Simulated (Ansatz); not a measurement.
# [OH···H···BH$_{2}$], doublet: the ladder up to UCCSDT(Q)

Geometry: a point of a hydrogen-transfer path between rigid fragments, not a stationary point.

```tsv
atom	x (Å)	y (Å)	z (Å)
O	-1.0689	-0.0303	0.0000
H	-1.3182	0.8963	0.0000
H	-0.0659	-0.0303	0.0000
B	1.3621	-0.0303	0.0000
H	1.8711	-0.0303	1.0770
H	1.8711	-0.0303	-1.0770
```

Basis cc-pVDZ; Ansatz 0.2.0. Correlated methods freeze the noble-gas cores, which leaves 13 electrons in 46 orbitals. Prefix R: restricted or restricted open-shell reference; prefix U: unrestricted. Active spaces: pair = (3e, 3o) about the gap.

Full CI isn't at hand for all of this; UCCSDT(Q) serves as the reference, and is uncertain by about the last step of the cluster series. The frozen core follows each run's orbitals, which can shift R against U totals by a few meV.

For open shells CISD is restricted-active-space CI with the open shells as a complete middle space.

The UHF ⟨S²⟩ is 0.763, the T1 diagnostic (RCCSD) is 0.0180 and the largest doubles amplitude (RCCSD) is 0.043. The T1 diagnostic (UCCSD) is 0.0129.

```
    level  E − E(UCCSDT(Q)) (kJ/mol)  share of correlation (%)  wall time
      RHF                      846.1                      0.00          –
      UHF                      832.7                      1.59          –
     RMP2                       91.6                     89.17          –
     UMP2                       94.7                     88.81          –
     CISD                       81.6                     90.36      4.4 s
    RCCSD                       19.0                     97.75          –
    UCCSD                       18.6                     97.80          –
 RCCSD(T)                        3.4                     99.60      3.1 s
 UCCSD(T)                        3.4                     99.60        3 s
  BCCD(T)                        3.3                     99.61      3.7 s
   RCCSDT                        1.7                     99.80          –
   UCCSDT                        1.6                     99.81          –
RCCSDT(Q)                        0.1                     99.99       88 s
```

The correlation energy at UCCSDT(Q), counted from RHF, is -8.770 eV. That run took 76 s on 1 thread of Arm Neoverse V1, shared host.

Run but not shown, since their state or frozen core can't be matched to the reference's or they repeat it: CASSCF (pair space), NEVPT2 (pair space), MRCISD (pair space), MRCISD+Q (pair space).

Times hold each run's SCF and search for its determinant on a shared host, so for small cases they say little of a method's own cost; they ran on 1 thread of Arm Neoverse V1.
